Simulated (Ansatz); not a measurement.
Worked example: AsH₂⁺, triplet against AsH$_{2}$, doublet

Geometry (PBE0/def2-TZVP stationary point of a doublet), kept for both states (AsH2, doublet: B1; AsH2⁺, triplet: B1):

```xyz
3

As    0.0000   -0.0281    0.0000
H     0.0000    1.0445   -1.0859
H     0.0000    1.0445    1.0859
```

Basis aug-cc-pVDZ; Ansatz 0.2.0. Only valence electrons are correlated (noble-gas cores and the filled d shells of p-block atoms frozen). R marks a restricted (for open shells ROHF) determinant. No spin–orbit coupling is included, and no scalar relativity.

Full CI is exact within this basis and frozen core; it isn't the basis-set limit.

```json
{"level": "RCCSD(T)", "E(AsH2, doublet) (hartree)": "-2235.444947", "E(AsH2⁺, triplet) (hartree)": "-2235.053715"}
{"level": "PBE", "E(AsH2, doublet) (hartree)": "-2236.664893", "E(AsH2⁺, triplet) (hartree)": "-2236.265180"}
{"level": "r2SCAN", "E(AsH2, doublet) (hartree)": "-2236.995819", "E(AsH2⁺, triplet) (hartree)": "-2236.595500"}
{"level": "full CI", "E(AsH2, doublet) (hartree)": "-2235.445746", "E(AsH2⁺, triplet) (hartree)": "-2235.054430"}
```

Problem. Give the vertical gap, AsH2⁺ triplet less AsH2 doublet, at each level in eV (1 hartree = 27.2114 eV), and each error against full CI.

Solution. full CI: (-2235.054430 − (-2235.445746)) × 27.2114 = 10.648 eV (the reference)
r2SCAN: (-2236.595500 − (-2236.995819)) × 27.2114 = 10.893 eV, error 0.245 eV
PBE: (-2236.265180 − (-2236.664893)) × 27.2114 = 10.877 eV, error 0.229 eV
RCCSD(T): (-2235.053715 − (-2235.444947)) × 27.2114 = 10.646 eV, error -0.002 eV

Total energies of functionals can't be set beside those of wave-function methods, since they hold the core's correlation and their own absolute errors; only the differences compare.

In so small a basis the reference is far from its limit while semilocal and hybrid functionals are nearer theirs, so the functionals' errors here hold much of the reference's basis and frozen-core error, which can add to them or hide them.

Each level lands on the state that its own search finds. T1 diagnostics of restricted CCSD: 0.018 and 0.021.
